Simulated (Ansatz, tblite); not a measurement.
# The cluster B₃−: one state, many levels

How do method and basis change the picture of the cluster B₃− (singlet)?

Computed with Ansatz 0.2.0, Gaussian basis. Level: as each input shows.

The runs, in order: GFN1-xTB, GFN2-xTB, PBE-D4/def2-TZVPD, r2SCAN-D4/def2-TZVPD, CAM-B3LYP-D4/def2-TZVPD, revPBE-D4/def2-TZVPD, HSE06-D4/def2-TZVPD, B97M-V/def2-TZVPD, B2PLYP/def2-TZVPD, LC-ωPBE(0.10)/def2-TZVPD, LC-ωPBE(0.15)/def2-TZVPD, LC-ωPBE(0.20)/def2-TZVPD, LC-ωPBE(0.30)/def2-TZVPD, PBE-D4/def2-SVPD, PBE0-D4/def2-SVPD, HF/STO-3G, HF/6-31G, B3LYP-D4/6-31G, CCSD(T)/def2-TZVPPD, MP2/def2-TZVPD, RPA/def2-TZVPD.

### 1 The relaxed structure

The singlet was relaxed beforehand with PBE-D4/def2-TZVPD. At that level it is the lowest of the isomers that a small search found.

3 atoms, charge -1, spin multiplicity 1.

Bond lengths: B1–B2 1.550 Å, B1–B3 1.550 Å, B2–B3 1.550 Å. Angles: B2–B1–B3 60.0°, B1–B2–B3 60.0°, B1–B3–B2 60.0°.

As a file:

```xyz
3
charge -1, multiplicity 1
B     0.46827    0.76238   -0.02195
B     0.42524   -0.78711   -0.02174
B    -0.89350    0.02473    0.04370
```

The ion is computed in the gas phase, without counter-ions or solvent.

PBE0-D4/def2-TZVPD was run before; its log isn't repeated, and its numbers join the tables.

### 2 GFN1-xTB

Tight binding, by tblite at 300 K electronic temperature and without a spin-polarisation term:

```python
tblite.interface.Calculator('GFN1-xTB', numbers, positions, charge=-1, uhf=0).singlepoint()
```

Energy -113.7495 eV, HOMO -0.93 eV, LUMO -0.81 eV; 0.004 s.

### 3 GFN2-xTB

Tight binding, by tblite at 300 K electronic temperature and without a spin-polarisation term:

```python
tblite.interface.Calculator('GFN2-xTB', numbers, positions, charge=-1, uhf=0).singlepoint()
```

Energy -93.0801 eV, HOMO 4.96 eV, LUMO 5.69 eV; 0.002 s.

### 4 PBE-D4/def2-TZVPD

start.molden holds the orbitals of an earlier run on this state, given as this run's starting guess.

in.yaml reads:

```yaml
crystal:
  periodic: [false, false, false]
  atoms:
    - {symbol: B, position_ang: [0.468267, 0.762383, -0.021952]}
    - {symbol: B, position_ang: [0.425245, -0.787112, -0.021744]}
    - {symbol: B, position_ang: [-0.893502, 0.024729, 0.043696]}
basis:
  gaussian: {orbitals: def2-TZVPD, initial_orbitals: start.molden}
total_charge: -1
hamiltonian: {xc: pbe, dispersion: d4}
scf: {omitted_lower_state_checks: [starts]}
output: {orbitals: {seedname: orbitals}}
```

The run is started by

```
> ansatz run in.yaml --threads 4 --pin off --events-out ev --progress --plain --max-ram 3916MiB
```

The runs that follow: r2SCAN-D4/def2-TZVPD; CAM-B3LYP-D4/def2-TZVPD; revPBE-D4/def2-TZVPD; HSE06-D4/def2-TZVPD; B97M-V/def2-TZVPD; B2PLYP/def2-TZVPD; LC-ωPBE(0.10)/def2-TZVPD; LC-ωPBE(0.15)/def2-TZVPD; LC-ωPBE(0.20)/def2-TZVPD; LC-ωPBE(0.30)/def2-TZVPD; PBE-D4/def2-SVPD; PBE0-D4/def2-SVPD; HF/STO-3G; HF/6-31G; B3LYP-D4/6-31G; CCSD(T)/def2-TZVPPD; MP2/def2-TZVPD; RPA/def2-TZVPD.

Q: Predict the results of all the runs planned. Wanted: gap in def2-TZVPD, named functionals, smallest and largest; gap over the ω; correlation energy, CCSD(T)/def2-TZVPPD; correlation energy, MP2/def2-TZVPD; PBE0 total energy, smallest basis above largest.

The runs gave:

| quantity | value |
| --- | --- |
| gap in def2-TZVPD, named functionals, smallest and largest | 2.10 eV (revPBE-D4), 5.89 eV (CAM-B3LYP-D4) |
| gap over the ω (1/bohr) | 4.91 eV at 0.1, 7.52 eV at 0.3 |
| correlation energy, CCSD(T)/def2-TZVPPD | -9.95 eV |
| correlation energy, MP2/def2-TZVPD | -9.11 eV |
| PBE0 total energy, smallest basis above largest | 2.18 eV (def2-SVPD, def2-TZVPD) |

What this shows: Orbital gaps of the named functionals in def2-TZVPD span 2.10 eV (revPBE-D4) to 5.89 eV (CAM-B3LYP-D4); exact exchange widens it. Raising the ω (1/bohr) from 0.1 to 0.3 moves the HOMO by -1.55 eV and the LUMO by +1.05 eV. PBE-D4, revPBE-D4 put the HOMO above zero; others here keep it below zero, so the sign hangs on the functional's self-interaction and doesn't show that the species is unbound. Notes on CCSD(T)/def2-TZVPPD: large T1 diagnostic.
